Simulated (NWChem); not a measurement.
Molecule: C2H3, doublet; SMILES [CH]=C

All runs: NWChem. Pople sets run with spherical d functions. Spin-unrestricted. In the optimisation the excess spin sits in a' (Cs, its own frame). Structure relaxed at the PBE0/def2-SVP, spin-unrestricted level. No stability test was run on the SCF state. Level: M05-2X/6-31G* with SMD (1 M gas to 1 M solution), gas-phase geometry. Reactions with the solvent are ignored.

For solvent 1,4-dioxane:

* **solvation free energy (kcal/mol)**: 0.5

**Question.** Estimate the same quantities for solvent 1-propanol.

**Answer.** 
- solvation free energy (kcal/mol) = -0.6
